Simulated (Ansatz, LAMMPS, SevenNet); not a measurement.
Elastic constant C33 of hcp Mg: levels of theory against measurement

Reference value: 66.5 GPa (measured, 0 K, extrapolated to 0 K; zero-point effects included; as tabulated in Ibrahim et al. (2023), arXiv:2305.03577).

```
level (code)                               value (GPa)  cell (Å³/atom)
-----------------------------------------  -----------  --------------
Finnis–Sinclair EAM Mg_mm.eam.fs (LAMMPS)         70.0           22.76
Lennard-Jones jacobson2022 (LAMMPS)                173           22.97
SevenNet-0                                        48.8           22.96
LDA (Ansatz)                                         …           21.61
BLYP (Ansatz)                                        …           23.45
PBE (Ansatz)                                      68.8           22.95
PBEsol (Ansatz)                                      …           22.51
revPBE (Ansatz)                                   65.9           23.56
RPBE (Ansatz)                                     65.4           23.70
PBE-D3(BJ) (Ansatz)                               79.2           21.72
r²SCAN (Ansatz)                                   79.3           22.57
r²SCAN+rVV10 (Ansatz)                                …           22.46
```

Problem. Some entries are withheld; supply them.

Solution. 
- LDA (Ansatz, a program for electronic structure), value (GPa): 75.8
- BLYP (Ansatz), value (GPa): 53.6
- PBEsol (Ansatz), value (GPa): 72.2
- r²SCAN+rVV10 (Ansatz), value (GPa): 80.4

Differences against the reference: Finnis–Sinclair EAM Mg_mm.eam.fs +5.3 %, Lennard-Jones jacobson2022 +160 %, SevenNet-0 -27 %, LDA +14.0 %, BLYP -19.4 %, PBE +3.5 %, PBEsol +8.6 %, revPBE -0.9 %, RPBE -1.7 %, PBE-D3(BJ) +19.1 %, r²SCAN +19.2 %, r²SCAN+rVV10 +21 %.

Once the reference is moved by up to 5.0 % (a margin picked here for doubts on the reference and the settings, and for temperature and zero-point motion) and values within 1.7 % count as equal, the nearest can be revPBE (-0.9 %), RPBE (-1.7 %), PBE (+3.5 %) or Finnis–Sinclair EAM Mg_mm.eam.fs (+5.3 %). Farthest off among them: Lennard-Jones jacobson2022 (+160 %).

The reference isn't brought to a static lattice, while the calculations are for one, so the differences are not the levels' errors alone.  PBE-D3(BJ): the dispersion coefficients are held fixed in the derivatives. Each level is taken at its own relaxed cell. Cutoffs differ between the levels. Ansatz's density-functional and Hartree–Fock values are scalar-relativistic unless marked +SOC, with PAW data made under PBE.

Empirical potentials (Finnis–Sinclair EAM Mg_mm.eam.fs, Lennard-Jones jacobson2022) are fitted to chosen data: where that held the value shown, agreement is built in, and what lay outside the fit can be far off. Machine-learned potentials (SevenNet-0) are trained on DFT data: a solid inside that data is no test of them.

Differences are worked out from the printed values.
